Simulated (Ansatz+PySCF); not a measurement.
doublet HO3: levels of theory in one basis

```yaml
atoms:
  - { symbol: H, position_ang: [0.0000, 0.5813, -0.9171] }
  - { symbol: O, position_ang: [0.0000, -0.3942, -0.9026] }
  - { symbol: O, position_ang: [0.0000, -0.6261, 0.5836] }
  - { symbol: O, position_ang: [0.0000, 0.4390, 1.2361] }
```

Basis set: cc-pVTZ (spherical functions). Correlated methods keep 3 orbitals frozen. Correlation on ROHF uses semicanonical orbitals with singles. Charge 0, multiplicity 2.

Computed with Ansatz (development build ahead of 0.2.0) and PySCF 2.14.0; each method stands on the lowest determinant of its kind that the runs found.

| method | E − E(ROHF) (eV) | <S²> of the determinant |
| --- | --- | --- |
| ROHF | 0.00 | 0.75 |
| UHF | -0.30 | 0.95 |
| UHF-MP2 | -18.84 | 0.95 |
| UHF-CCSD | -19.60 | 0.95 |
| ROHF-CCSD(T) | -20.50 | – |
| UHF-CCSD(T) | -20.48 | 0.95 |

Question: What does ROHF-MP2 give on the same scale?

Answer: -19.22 eV.

Question: Is a single determinant a sound starting point here?

Answer: It is doubtful. Unrestricted orbitals gain 0.30 eV with <S²> 0.95 against 0.75 for a pure state, but the cluster amplitudes or the share of triples are large.

Caution for UHF, UHF-MP2, UHF-CCSD, UHF-CCSD(T): the unrestricted determinant is spin contaminated. Caution for ROHF-MP2, ROHF-CCSD(T): large amplitudes, a single reference is doubtful. Caution for ROHF-MP2, UHF-MP2: forces differ strongly between restricted and unrestricted references. Caution for UHF-MP2: MP2 forces lie far from those of the mean fields.
